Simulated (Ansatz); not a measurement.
Born–Oppenheimer molecular dynamics of AlFH₂ (4 atoms, charge 0, multiplicity 1). It starts at the highest image of a converged band. Of that band: Neighbouring images differ by up to 1.3 eV, so the band resolves the path poorly. A vibrational analysis at the climbing image gives one clearly imaginary mode, 991i cm⁻¹: a first-order saddle point.

Computed with RKS PBE-D4/def2-TZVP (Ansatz 0.2.0).

```yaml
ensemble: NVE (velocity Verlet)
time_step: 0.5 fs
steps_asked: 200
starting_velocities_drawn_for: 300 K
seed: 8810
```

First frame:

```xyz
4
Properties=species:S:1:pos:R:3
Al 0.251 0.000 -0.495
F 0.990 0.000 1.353
H 1.746 0.000 0.444
H -1.374 0.000 -0.370
```

Question: What does the run give?

Answer: The run went to its last step.

- steps done: 200
- time covered: 100 fs
- mean temperature over the second half: 6141 K
- spread of the potential energy over the second half: 153.4 meV per atom
- mean potential energy of the second half above the start: -377.8 meV per atom

The conserved energy stayed within 1.3 meV per atom of its start (net change -0.69 meV per atom), so the integration is sound. The system heated up, since it started high on the potential surface and ran downhill. A run of 0.1 ps of so small a system gives no equilibrium averages. The orbitals stay closed-shell, which can raise the energy where a bond breaks towards radicals; this wasn't checked here.

Question: What happens to the structure?

Answer: The step under study would form F2–H3 and break Al1–F2, Al1–H3. These pairs go: F2–H3 1.18 → 3.06 Å, Al1–F2 1.99 → 1.91 Å, Al1–H3 1.77 → 1.54 Å. In the last frame they stand as before the step (other bonds may differ from the relaxed reactants and products). These pairs come and go: their bonding changes 6 times, last at 78 of 100 fs, so the outcome isn't settled. Also parted: Al1–H4 1.63 → 1.95 Å. It ends as AlFH + H. Pairs count as bonded within 1.25 times the sum of covalent radii (0.12 Å more for H–H). The details hang on the random start.

Question: How do temperature and energy run in time?

Answer: 
```tsv
time (fs)	T (K)	potential energy less start (eV)	conserved less start (meV/atom)
0.0	300	0.000	0.00
8.0	495	-0.050	0.06
16.0	6169	-1.518	-0.11
24.0	8983	-2.246	-0.33
32.0	4098	-0.982	0.09
40.0	4169	-1.000	0.03
48.0	3751	-0.892	-0.05
56.0	5918	-1.453	-0.15
64.0	7662	-1.903	0.09
72.0	4969	-1.208	-0.15
80.0	3478	-0.823	-0.28
88.0	7093	-1.758	-0.50
96.0	8493	-2.119	-0.26
```

Time of the run: 3.3 min on 1 thread of Arm Neoverse V1 (shared host), peak memory 0.1 GiB.
